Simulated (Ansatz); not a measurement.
Consider the substitution at a C–C bond: `Cc1ccsc1` + `FC(F)(F)S` → `CSC(F)(F)F` + thiophene.

Gas-phase electronic energies from Ansatz, PBE0-D4/def2-TZVP geometries. CCSD(T)/CBS adds triple-zeta CCSD(T) − MP2 to the extrapolated MP2 energy (def2 sets, frozen cores). Functionals use def2-TZVPP. HSE06 is defined as in plane-wave codes. One conformer a species, not always the lowest.

```tsv
level	ΔE (eV)
PBE0-D4	0.08
HSE06	0.07
MP2/def2-TZVPP	0.10
CCSD(T)/def2-TZVPP	0.10
```

Problem. What does CCSD(T)/CBS give? (Best estimate.)

Solution. Ansatz gave: +0.06 eV. The listed levels differ from it by 0.02, 0.01, 0.04, 0.04 eV.

Problem. What do rigid-rotor, harmonic-oscillator terms from PBE0-D4/def2-TZVP frequencies (298.15 K, 1 bar) make of the CCSD(T)/CBS value? (Estimate.)

Solution. The calculation gave: ΔZPE = +0.05 eV, ΔH = +0.11 eV, ΔS = -7 J/(mol·K), ΔG = +0.13 eV.

Largest T1 diagnostic among the species: 0.013.

At CCSD(T), def2-SVP lies +0.17 eV from the extrapolated value and def2-TZVPP +0.04 eV. Leaving LDA and LC-ωPBE aside and taking each functional with its dispersion term where it has one, the values, not all of them listed here, spread over 0.03 eV, from r2SCAN-D4 to PBE-QIDH. LDA lies +0.05 eV from PBE without D4.
